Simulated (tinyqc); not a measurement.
Inside a calculation (part 1 of 2). Method: UKS/LDA (VWN5) in the sto-3g basis, for BH, spin multiplicity 3. Computed by tinyqc, a small Python program that keeps every step (integrals from PySCF). Settings: charge = 0, multiplicity = 3, basis = sto-3g, energy threshold = 1e-10, iteration cap = 67, orthogonalisation = symmetric, start = core, DIIS depth = 6, method = UKS, functional = lda,vwn, grid = [30, 86]. Command: `OMP_NUM_THREADS=1 python tinyqc.py 26704 26705 out.jsonl` (the two numbers bound the seeds that draw the settings). One thread of a shared host (Intel(R) Xeon(R) Processor @ 2.60GHz), about 1 s of CPU time with the checks. Later iterations appear only in the table of the cycle.

## One-electron integrals

Geometry (angstrom):
```
atom       x       y       z
B     0.0000  0.0000  0.0000
H     0.0000  0.0000  2.3610
```

Basis sto-3g: exponents (1/bohr^2) and contraction coefficients of normalised primitives:
```
element  l (shell)  exponent  coefficient
B            s (1)   48.7911       0.1543
B            s (1)    8.8874       0.5353
B            s (1)    2.4053       0.4446
B            s (2)    2.2370      -0.1000
B            s (2)    0.5198       0.3995
B            s (2)    0.1691       0.7001
B            p (3)    2.2370       0.1559
B            p (3)    0.5198       0.6077
B            p (3)    0.1691       0.3920
H            s (1)    3.4253       0.1543
H            s (1)    0.6239       0.5353
H            s (1)    0.1689       0.4446
```

Overlap, kinetic and nuclear-attraction integrals over the contracted functions; the nuclear repulsion is the sum of Za Zb / Rab.

nuclear repulsion = 1.120663 hartree

overlap S:
```
         1B 1s   1B 2s  1B 2px  1B 2py  1B 2pz   2H 1s
1B 1s   1.0000  0.2693  0.0000  0.0000  0.0000  0.0043
1B 2s   0.2693  1.0000  0.0000  0.0000  0.0000  0.0901
1B 2px  0.0000  0.0000  1.0000  0.0000  0.0000  0.0000
1B 2py  0.0000  0.0000  0.0000  1.0000  0.0000  0.0000
1B 2pz  0.0000  0.0000  0.0000  0.0000  1.0000  0.1256
2H 1s   0.0043  0.0901  0.0000  0.0000  0.1256  1.0000
```

kinetic energy T (hartree):
```
          1B 1s    1B 2s  1B 2px  1B 2py   1B 2pz    2H 1s
1B 1s   10.8263  -0.0480  0.0000  0.0000   0.0000  -0.0024
1B 2s   -0.0480   0.3592  0.0000  0.0000   0.0000  -0.0128
1B 2px   0.0000   0.0000  1.1239  0.0000   0.0000   0.0000
1B 2py   0.0000   0.0000  0.0000  1.1239   0.0000   0.0000
1B 2pz   0.0000   0.0000  0.0000  0.0000   1.1239  -0.0015
2H 1s   -0.0024  -0.0128  0.0000  0.0000  -0.0015   0.7600
```

nuclear attraction V (hartree):
```
           1B 1s    1B 2s   1B 2px   1B 2py   1B 2pz    2H 1s
1B 1s   -23.3715  -3.1997   0.0000   0.0000  -0.0047  -0.0506
1B 2s    -3.1997  -3.9957   0.0000   0.0000  -0.0483  -0.2336
1B 2px    0.0000   0.0000  -3.9580   0.0000   0.0000   0.0000
1B 2py    0.0000   0.0000   0.0000  -3.9580   0.0000   0.0000
1B 2pz   -0.0047  -0.0483   0.0000   0.0000  -3.9805  -0.3043
2H 1s    -0.0506  -0.2336   0.0000   0.0000  -0.3043  -2.3472
```

core Hamiltonian H = T + V (hartree):
```
           1B 1s    1B 2s   1B 2px   1B 2py   1B 2pz    2H 1s
1B 1s   -12.5452  -3.2477   0.0000   0.0000  -0.0047  -0.0530
1B 2s    -3.2477  -3.6366   0.0000   0.0000  -0.0483  -0.2464
1B 2px    0.0000   0.0000  -2.8342   0.0000   0.0000   0.0000
1B 2py    0.0000   0.0000   0.0000  -2.8342   0.0000   0.0000
1B 2pz   -0.0047  -0.0483   0.0000   0.0000  -2.8566  -0.3058
2H 1s    -0.0530  -0.2464   0.0000   0.0000  -0.3058  -1.5872
```

## Two-electron integrals

Functions are numbered as in S; the eight-fold symmetry (ij|kl) = (ji|kl) = (kl|ij) leaves the list below.

Two-electron integrals (ij|kl) in chemists' order, unique and non-zero (hartree):
```
(11|11) 2.9235     (21|11) 0.5184     (21|21) 0.1093     (22|11) 0.7442
(22|21) 0.1932     (22|22) 0.5448     (31|31) 0.0203     (32|31) 0.0300
(32|32) 0.1203     (33|11) 0.7425     (33|21) 0.1932     (33|22) 0.5447
(33|33) 0.5868     (41|41) 0.0203     (42|41) 0.0300     (42|42) 0.1203
(43|43) 0.0316     (44|11) 0.7425     (44|21) 0.1932     (44|22) 0.5447
(44|33) 0.5235     (44|44) 0.5868     (51|51) 0.0203     (52|51) 0.0300
(52|52) 0.1203     (53|53) 0.0316     (54|54) 0.0316     (55|11) 0.7425
(55|21) 0.1932     (55|22) 0.5447     (55|33) 0.5235     (55|44) 0.5235
(55|55) 0.5868     (61|11) 0.0081     (61|21) 0.0017     (61|22) 0.0031
(61|33) 0.0031     (61|44) 0.0031     (61|51) 1.50e-04   (61|52) 2.78e-04
(61|55) 0.0031     (61|61) 2.83e-05   (62|11) 0.0373     (62|21) 0.0099
(62|22) 0.0333     (62|33) 0.0323     (62|44) 0.0323     (62|51) 0.0011
(62|52) 0.0079     (62|55) 0.0354     (62|61) 1.71e-04   (62|62) 0.0040
(63|31) 0.0007     (63|32) 0.0038     (63|53) 0.0013     (63|63) 2.96e-04
(64|41) 0.0007     (64|42) 0.0038     (64|54) 0.0013     (64|64) 2.96e-04
(65|11) 0.0459     (65|21) 0.0123     (65|22) 0.0429     (65|33) 0.0410
(65|44) 0.0410     (65|51) 0.0017     (65|52) 0.0121     (65|55) 0.0465
(65|61) 2.16e-04   (65|62) 0.0058     (65|65) 0.0085     (66|11) 0.2241
(66|21) 0.0604     (66|22) 0.2237     (66|33) 0.2165     (66|44) 0.2165
(66|51) 0.0047     (66|52) 0.0476     (66|55) 0.2380     (66|61) 0.0010
(66|62) 0.0401     (66|65) 0.0629     (66|66) 0.7746
```

## Orthogonalisation

S = U s U^T; symmetric (Loewdin) form X = U s^(-1/2) U^T, so that X^T S X = 1.

eigenvalues of S: 0.7142  0.8807  1.0000  1.0000  1.1162  1.2889

X:
```
          1B 1s    1B 2s  1B 2px  1B 2py   1B 2pz    2H 1s
1B 1s    1.0289  -0.1418  0.0000  0.0000  -0.0008   0.0075
1B 2s   -0.1418   1.0321  0.0000  0.0000   0.0045  -0.0475
1B 2px   0.0000   0.0000  1.0000  0.0000   0.0000   0.0000
1B 2py   0.0000   0.0000  0.0000  1.0000   0.0000   0.0000
1B 2pz  -0.0008   0.0045  0.0000  0.0000   1.0060  -0.0638
2H 1s    0.0075  -0.0475  0.0000  0.0000  -0.0638   1.0092
```

## Starting guess

The start is the orbitals of the core Hamiltonian; D(s) = C_occ C_occ^T for each spin.

D(alpha) at the start:
```
          1B 1s    1B 2s   1B 2px   1B 2py   1B 2pz    2H 1s
1B 1s    1.0785  -0.2916   0.0000   0.0000  -0.0017   0.0088
1B 2s   -0.2916   1.0831   0.0000   0.0000   0.0068  -0.0302
1B 2px   0.0000   0.0000   0.9948  -0.0720   0.0000   0.0000
1B 2py   0.0000   0.0000  -0.0720   0.0052   0.0000   0.0000
1B 2pz  -0.0017   0.0068   0.0000   0.0000   1.0093  -0.0450
2H 1s    0.0088  -0.0302   0.0000   0.0000  -0.0450   0.0028
```

D(beta) at the start:
```
          1B 1s    1B 2s  1B 2px  1B 2py   1B 2pz    2H 1s
1B 1s    1.0730  -0.2699  0.0000  0.0000  -0.0732   0.0114
1B 2s   -0.2699   0.9979  0.0000  0.0000   0.2877  -0.0403
1B 2px   0.0000   0.0000  0.0000  0.0000   0.0000   0.0000
1B 2py   0.0000   0.0000  0.0000  0.0000   0.0000   0.0000
1B 2pz  -0.0732   0.2877  0.0000  0.0000   0.0829  -0.0116
2H 1s    0.0114  -0.0403  0.0000  0.0000  -0.0116   0.0016
```

## Iteration 1: exchange-correlation on the grid

Becke grid with 30 radial and 86 angular points per atom, points of zero weight dropped. rho = sum D_ij phi_i phi_j; V_xc,ij = sum w v_xc phi_i phi_j; v_xc is d(rho eps)/d rho(s) for spin s.

The 16 grid points with the largest w rho, of 5147 (bohr, atomic units):
```
x              y       z       w  rho(alpha)  rho(beta)   eps_xc  v_xc(alpha)
-0.5387   0.0000  1.3349  0.0886      0.0910     0.0474  -0.4445      -0.6111
0.5387    0.0000  1.3349  0.0886      0.0910     0.0474  -0.4445      -0.6111
0.0000    0.0000  1.4395  0.0864      0.0910     0.0497  -0.4459      -0.6119
-0.6549   0.0000  1.6227  0.1485      0.0543     0.0276  -0.3784      -0.5190
0.6549    0.0000  1.6227  0.1485      0.0543     0.0276  -0.3784      -0.5190
0.0000    0.0000  1.7499  0.1435      0.0542     0.0290  -0.3794      -0.5195
1.2151   -0.3308  1.2151  0.1513      0.0536     0.0235  -0.3739      -0.5149
-1.2151   0.3308  1.2151  0.1513      0.0536     0.0235  -0.3739      -0.5149
0.9995   -0.2722  0.9995  0.0894      0.0897     0.0403  -0.4389      -0.6061
-0.9995   0.2722  0.9995  0.0894      0.0897     0.0403  -0.4389      -0.6061
0.0000   -0.5387  1.3349  0.0886      0.0818     0.0474  -0.4333      -0.5926
0.0000    0.5387  1.3349  0.0886      0.0818     0.0474  -0.4333      -0.5926
-1.2151  -0.3308  1.2151  0.1513      0.0521     0.0235  -0.3711      -0.5107
1.2151    0.3308  1.2151  0.1513      0.0521     0.0235  -0.3711      -0.5107
-0.9995  -0.2722  0.9995  0.0894      0.0871     0.0403  -0.4356      -0.6011
0.9995    0.2722  0.9995  0.0894      0.0871     0.0403  -0.4356      -0.6011
```

electrons on the grid, sum of w rho = 6.0000

E_xc = sum of w rho eps_xc = -4.280232 hartree

V_xc(alpha) (hartree):
```
          1B 1s    1B 2s   1B 2px   1B 2py   1B 2pz    2H 1s
1B 1s   -1.8208  -0.2998   0.0000   0.0000  -0.0008  -0.0048
1B 2s   -0.2998  -0.5092   0.0000   0.0000  -0.0054  -0.0241
1B 2px   0.0000   0.0000  -0.5260   0.0044   0.0000   0.0000
1B 2py   0.0000   0.0000   0.0044  -0.4662   0.0000   0.0000
1B 2pz  -0.0008  -0.0054   0.0000   0.0000  -0.5265  -0.0287
2H 1s   -0.0048  -0.0241   0.0000   0.0000  -0.0287  -0.0733
```

V_xc(beta) (hartree):
```
          1B 1s    1B 2s   1B 2px   1B 2py   1B 2pz    2H 1s
1B 1s   -1.7924  -0.2775   0.0000   0.0000  -0.0066  -0.0045
1B 2s   -0.2775  -0.4131   0.0000   0.0000  -0.0403  -0.0213
1B 2px   0.0000   0.0000  -0.4139   0.0010   0.0000   0.0000
1B 2py   0.0000   0.0000   0.0010  -0.4006   0.0000   0.0000
1B 2pz  -0.0066  -0.0403   0.0000   0.0000  -0.4155  -0.0258
2H 1s   -0.0045  -0.0213   0.0000   0.0000  -0.0258  -0.0693
```

## Iteration 1: building the Kohn-Sham matrix

J_ij = sum D_kl (ij|kl) with D = D(alpha) + D(beta); F = H + J + V_xc; E = tr D H + tr D J / 2 + E_xc + E_nn.

Coulomb J (hartree):
```
         1B 1s   1B 2s   1B 2px   1B 2py  1B 2pz   2H 1s
1B 1s   8.8008  1.7964   0.0000   0.0000  0.0143  0.0286
1B 2s   1.7964  3.6492   0.0000   0.0000  0.0641  0.2129
1B 2px  0.0000  0.0000   3.6641  -0.0046  0.0000  0.0000
1B 2py  0.0000  0.0000  -0.0046   3.6015  0.0000  0.0000
1B 2pz  0.0143  0.0641   0.0000   0.0000  3.6693  0.2713
2H 1s   0.0286  0.2129   0.0000   0.0000  0.2713  1.3746
```

F(alpha) (hartree):
```
          1B 1s    1B 2s   1B 2px   1B 2py   1B 2pz    2H 1s
1B 1s   -5.5652  -1.7510   0.0000   0.0000   0.0088  -0.0292
1B 2s   -1.7510  -0.4966   0.0000   0.0000   0.0105  -0.0576
1B 2px   0.0000   0.0000   0.3039  -0.0002   0.0000   0.0000
1B 2py   0.0000   0.0000  -0.0002   0.3012   0.0000   0.0000
1B 2pz   0.0088   0.0105   0.0000   0.0000   0.2862  -0.0632
2H 1s   -0.0292  -0.0576   0.0000   0.0000  -0.0632  -0.2859
```

F(beta) (hartree):
```
          1B 1s    1B 2s   1B 2px   1B 2py   1B 2pz    2H 1s
1B 1s   -5.5368  -1.7288   0.0000   0.0000   0.0030  -0.0289
1B 2s   -1.7288  -0.4005   0.0000   0.0000  -0.0244  -0.0548
1B 2px   0.0000   0.0000   0.4160  -0.0036   0.0000   0.0000
1B 2py   0.0000   0.0000  -0.0036   0.3668   0.0000   0.0000
1B 2pz   0.0030  -0.0244   0.0000   0.0000   0.3971  -0.0603
2H 1s   -0.0289  -0.0548   0.0000   0.0000  -0.0603  -0.2819
```

total energy of this density = -23.909827 hartree

## Iteration 1: diagonalisation and new density

Diagonalise F' = X^T F X, C = X C', fill 4 alpha and 2 beta electrons from the bottom; D(s) = C_occ C_occ^T. Each column has its largest component positive (the first on a tie).

F' = X^T F X (alpha) (hartree):
```
         1        2        3        4        5        6
1  -5.3906  -1.0095   0.0000   0.0000   0.0051   0.0166
2  -1.0095  -0.1238   0.0000   0.0000   0.0163  -0.0385
3   0.0000   0.0000   0.3039  -0.0002   0.0000   0.0000
4   0.0000   0.0000  -0.0002   0.3012   0.0000   0.0000
5   0.0051   0.0163   0.0000   0.0000   0.2967  -0.0652
6   0.0166  -0.0385   0.0000   0.0000  -0.0652  -0.2769
```

orbital energies (alpha) (hartree): MO1 -5.5775, MO2 -0.2886, MO3 0.0658, MO4 0.3011, MO5 0.3040, MO6 0.3056

coefficients C (alpha):
```
            MO1      MO2      MO3     MO4      MO5      MO6
1B 1s    0.9859  -0.0268  -0.3246  0.0000   0.0000  -0.0270
1B 2s    0.0485   0.0683   1.0352  0.0000   0.0000   0.0944
1B 2px   0.0000   0.0000   0.0000  0.0724   0.9974   0.0000
1B 2py   0.0000   0.0000   0.0000  0.9974  -0.0724   0.0000
1B 2pz  -0.0012   0.0454  -0.0826  0.0000   0.0000   1.0036
2H 1s   -0.0030   0.9851  -0.1429  0.0000   0.0000  -0.1846
```

F' = X^T F X (beta) (hartree):
```
         1        2        3        4        5        6
1  -5.3650  -1.0037   0.0000   0.0000   0.0040   0.0164
2  -1.0037  -0.0279   0.0000   0.0000  -0.0185  -0.0380
3   0.0000   0.0000   0.4160  -0.0036   0.0000   0.0000
4   0.0000   0.0000  -0.0036   0.3668   0.0000   0.0000
5   0.0040  -0.0185   0.0000   0.0000   0.4083  -0.0680
6   0.0164  -0.0380   0.0000   0.0000  -0.0680  -0.2731
```

orbital energies (beta) (hartree): MO1 -5.5475, MO2 -0.2838, MO3 0.1578, MO4 0.3665, MO5 0.4159, MO6 0.4163

coefficients C (beta):
```
            MO1      MO2      MO3     MO4      MO5      MO6
1B 1s    0.9869  -0.0218  -0.3225  0.0000   0.0170   0.0000
1B 2s    0.0453   0.0527   1.0393  0.0000  -0.0507   0.0000
1B 2px   0.0000   0.0000   0.0000  0.0722   0.0000   0.9974
1B 2py   0.0000   0.0000   0.0000  0.9974   0.0000  -0.0722
1B 2pz   0.0000   0.0378   0.0590  0.0000   1.0056   0.0000
2H 1s   -0.0029   0.9886  -0.1522  0.0000  -0.1563   0.0000
```

D(alpha) after iteration 1:
```
          1B 1s    1B 2s  1B 2px  1B 2py   1B 2pz    2H 1s
1B 1s    1.0780  -0.2900  0.0000  0.0000   0.0243   0.0170
1B 2s   -0.2900   1.0787  0.0000  0.0000  -0.0824  -0.0808
1B 2px   0.0000   0.0000  0.0052  0.0722   0.0000   0.0000
1B 2py   0.0000   0.0000  0.0722  0.9948   0.0000   0.0000
1B 2pz   0.0243  -0.0824  0.0000  0.0000   0.0089   0.0565
2H 1s    0.0170  -0.0808  0.0000  0.0000   0.0565   0.9908
```

D(beta) after iteration 1:
```
          1B 1s   1B 2s  1B 2px  1B 2py   1B 2pz    2H 1s
1B 1s    0.9744  0.0435  0.0000  0.0000  -0.0008  -0.0244
1B 2s    0.0435  0.0048  0.0000  0.0000   0.0020   0.0520
1B 2px   0.0000  0.0000  0.0000  0.0000   0.0000   0.0000
1B 2py   0.0000  0.0000  0.0000  0.0000   0.0000   0.0000
1B 2pz  -0.0008  0.0020  0.0000  0.0000   0.0014   0.0374
2H 1s   -0.0244  0.0520  0.0000  0.0000   0.0374   0.9774
```

## Iteration 2: exchange-correlation on the grid

As before.

The 16 grid points with the largest w rho, of 5147 (bohr, atomic units):
```
x              y        z       w  rho(alpha)  rho(beta)   eps_xc  v_xc(alpha)
0.0000   -1.7499   0.0000  0.1476      0.0539   8.97e-05  -0.3772      -0.4982
0.0000    1.7499   0.0000  0.1476      0.0539   8.97e-05  -0.3772      -0.4982
0.0000   -1.4395   0.0000  0.0869      0.0900   2.17e-04  -0.4444      -0.5876
0.0000    1.4395   0.0000  0.0869      0.0900   2.17e-04  -0.4444      -0.5876
-0.6549  -1.6227   0.0000  0.1510      0.0503   8.97e-05  -0.3690      -0.4874
0.6549    1.6227   0.0000  0.1510      0.0503   8.97e-05  -0.3690      -0.4874
0.0000    1.6227  -0.6549  0.1510      0.0497   4.49e-05  -0.3678      -0.4856
0.0000   -1.6227  -0.6549  0.1510      0.0497   4.49e-05  -0.3678      -0.4856
-0.5387  -1.3349   0.0000  0.0889      0.0841   2.17e-04  -0.4349      -0.5750
0.5387    1.3349   0.0000  0.0889      0.0841   2.17e-04  -0.4349      -0.5750
0.0000    1.3349  -0.5387  0.0889      0.0832   1.46e-04  -0.4335      -0.5730
0.0000   -1.3349  -0.5387  0.0889      0.0832   1.46e-04  -0.4335      -0.5730
0.0000   -1.6227   0.6549  0.1510      0.0469   2.10e-04  -0.3605      -0.4767
0.0000    1.6227   0.6549  0.1510      0.0469   2.10e-04  -0.3605      -0.4767
0.0000   -1.3349   0.5387  0.0889      0.0785   3.77e-04  -0.4250      -0.5624
0.0000    1.3349   0.5387  0.0889      0.0785   3.77e-04  -0.4250      -0.5624
```

electrons on the grid, sum of w rho = 6.0000

E_xc = sum of w rho eps_xc = -4.156028 hartree

V_xc(alpha) (hartree):
```
          1B 1s    1B 2s   1B 2px   1B 2py   1B 2pz    2H 1s
1B 1s   -1.8036  -0.2860   0.0000   0.0000   0.0017  -0.0045
1B 2s   -0.2860  -0.4418   0.0000   0.0000   0.0080  -0.0299
1B 2px   0.0000   0.0000  -0.4133  -0.0052   0.0000   0.0000
1B 2py   0.0000   0.0000  -0.0052  -0.4849   0.0000   0.0000
1B 2pz   0.0017   0.0080   0.0000   0.0000  -0.4183  -0.0417
2H 1s   -0.0045  -0.0299   0.0000   0.0000  -0.0417  -0.5008
```

V_xc(beta) (hartree):
```
          1B 1s    1B 2s   1B 2px   1B 2py   1B 2pz    2H 1s
1B 1s   -1.7597  -0.2606   0.0000   0.0000   0.0002  -0.0041
1B 2s   -0.2606  -0.2863   0.0000   0.0000  -0.0075  -0.0254
1B 2px   0.0000   0.0000  -0.2746  -0.0015   0.0000   0.0000
1B 2py   0.0000   0.0000  -0.0015  -0.2949   0.0000   0.0000
1B 2pz   0.0002  -0.0075   0.0000   0.0000  -0.2830  -0.0376
2H 1s   -0.0041  -0.0254   0.0000   0.0000  -0.0376  -0.4989
```

## Iteration 2: building the Kohn-Sham matrix

As before.

Coulomb J (hartree):
```
         1B 1s   1B 2s  1B 2px  1B 2py  1B 2pz   2H 1s
1B 1s   7.7486  1.5351  0.0000  0.0000  0.0057  0.0243
1B 2s   1.5351  3.0193  0.0000  0.0000  0.0776  0.2191
1B 2px  0.0000  0.0000  2.9800  0.0046  0.0000  0.0000
1B 2py  0.0000  0.0000  0.0046  3.0426  0.0000  0.0000
1B 2pz  0.0057  0.0776  0.0000  0.0000  3.0235  0.2993
2H 1s   0.0243  0.2191  0.0000  0.0000  0.2993  2.4183
```

F(alpha) (hartree):
```
          1B 1s    1B 2s   1B 2px   1B 2py   1B 2pz    2H 1s
1B 1s   -6.6002  -1.9986   0.0000   0.0000   0.0026  -0.0332
1B 2s   -1.9986  -1.0592   0.0000   0.0000   0.0374  -0.0572
1B 2px   0.0000   0.0000  -0.2674  -0.0007   0.0000   0.0000
1B 2py   0.0000   0.0000  -0.0007  -0.2765   0.0000   0.0000
1B 2pz   0.0026   0.0374   0.0000   0.0000  -0.2514  -0.0483
2H 1s   -0.0332  -0.0572   0.0000   0.0000  -0.0483   0.3303
```

F(beta) (hartree):
```
          1B 1s    1B 2s   1B 2px   1B 2py   1B 2pz    2H 1s
1B 1s   -6.5563  -1.9732   0.0000   0.0000   0.0011  -0.0328
1B 2s   -1.9732  -0.9036   0.0000   0.0000   0.0219  -0.0527
1B 2px   0.0000   0.0000  -0.1287   0.0031   0.0000   0.0000
1B 2py   0.0000   0.0000   0.0031  -0.0865   0.0000   0.0000
1B 2pz   0.0011   0.0219   0.0000   0.0000  -0.1161  -0.0442
2H 1s   -0.0328  -0.0527   0.0000   0.0000  -0.0442   0.3322
```

total energy of this density = -24.003502 hartree

## Iteration 2: DIIS over 2 matrices

error matrix X^T (FDS - SDF) X (alpha):
```
         1       2       3       4        5        6
1   0.0000  0.0001  0.0000  0.0000   0.0058   0.0010
2  -0.0001  0.0000  0.0000  0.0000  -0.0254  -0.0072
3   0.0000  0.0000  0.0000  0.0000   0.0000   0.0000
4   0.0000  0.0000  0.0000  0.0000   0.0000   0.0000
5  -0.0058  0.0254  0.0000  0.0000   0.0000  -0.1261
6  -0.0010  0.0072  0.0000  0.0000   0.1261   0.0000
```

B (overlaps of the stored error matrices):
```
                1               2
1   5.1626293e-02  -4.1106807e-02
2  -4.1106807e-02   8.2514034e-02
```

Minimise |sum c_i e_i|^2 with sum c_i = 1: solve [B -1; -1 0][c; lambda] = [0; -1] with B_ij = tr e_i^T e_j summed over both spins, and take F = sum c_i F_i.

DIIS coefficients: 0.5714  0.4286

extrapolated F(alpha) (hartree):
```
          1B 1s    1B 2s   1B 2px   1B 2py   1B 2pz    2H 1s
1B 1s   -6.0088  -1.8571   0.0000   0.0000   0.0062  -0.0309
1B 2s   -1.8571  -0.7377   0.0000   0.0000   0.0220  -0.0574
1B 2px   0.0000   0.0000   0.0590  -0.0004   0.0000   0.0000
1B 2py   0.0000   0.0000  -0.0004   0.0536   0.0000   0.0000
1B 2pz   0.0062   0.0220   0.0000   0.0000   0.0557  -0.0568
2H 1s   -0.0309  -0.0574   0.0000   0.0000  -0.0568  -0.0218
```

extrapolated F(beta) (hartree):
```
          1B 1s    1B 2s   1B 2px   1B 2py   1B 2pz    2H 1s
1B 1s   -5.9738  -1.8336   0.0000   0.0000   0.0022  -0.0305
1B 2s   -1.8336  -0.6162   0.0000   0.0000  -0.0045  -0.0539
1B 2px   0.0000   0.0000   0.1825  -0.0007   0.0000   0.0000
1B 2py   0.0000   0.0000  -0.0007   0.1725   0.0000   0.0000
1B 2pz   0.0022  -0.0045   0.0000   0.0000   0.1772  -0.0534
2H 1s   -0.0305  -0.0539   0.0000   0.0000  -0.0534  -0.0187
```
